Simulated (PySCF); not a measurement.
Debugging a PySCF script (CH⁻)

```python
from pyscf import gto, scf

mol = gto.M(
    atom='H 0 0 0; C 0 0 1.073',
    basis='def2-svp',
    charge=-1,
    spin=2,
    verbose=3,
)
mf = scf.UHF(mol)
mf.max_cycle = 1
mf.kernel()
mf.stability(internal=True, external=True)
mf.dip_moment()
print('orbital energies (hartree):', [e[max(0, n-3):n+3].round(4) for e, n in zip(mf.mo_energy, mol.nelec)])
```

```bash
$ OMP_NUM_THREADS=1 python input.py
```

The log, shortened:

```
SCF not converged.
SCF energy = -38.2106342861168 after 1 cycles  <S^2> = 2  2S+1 = 3
<class 'pyscf.scf.uhf.UHF'> wavefunction is stable in the internal stability analysis
<class 'pyscf.scf.uhf.UHF'> wavefunction is stable in the real -> complex stability analysis
<class 'pyscf.scf.uhf.UHF'> wavefunction has an UHF/UKS -> GHF/GKS instability

WARN: System has nonzero charge -1; the dipole moment is origin-dependent.
Location of origin: [0. 0. 0.]

Dipole moment(X, Y, Z, Debye): -0.00000, -0.00000, -6.37912
orbital energies (hartree): [array([-0.2638, -0.0679, -0.0679,  0.2235,  0.5866,  0.648 ]), array([-11.2419,  -0.8818,  -0.2638,  -0.0679,  -0.0679,   0.2235])]
```

**Question.** Which setting is at fault, why, and what does a mended input give?

**Answer.** The cycle limit (1): the limit is below the number of cycles that the SCF needs. With this edit
```diff
- mf.max_cycle = 1
```
the run finishes: E(SCF) = -38.229219 Eh, ⟨S²⟩ = 2.014, internal stable; real -> complex stable; UHF/UKS -> GHF/GKS stable.

The basis has no diffuse functions, which an anion needs. The bond length is a typed value, not an optimised one. The dipole of an ion depends on the origin. No search for the lowest solution was made.
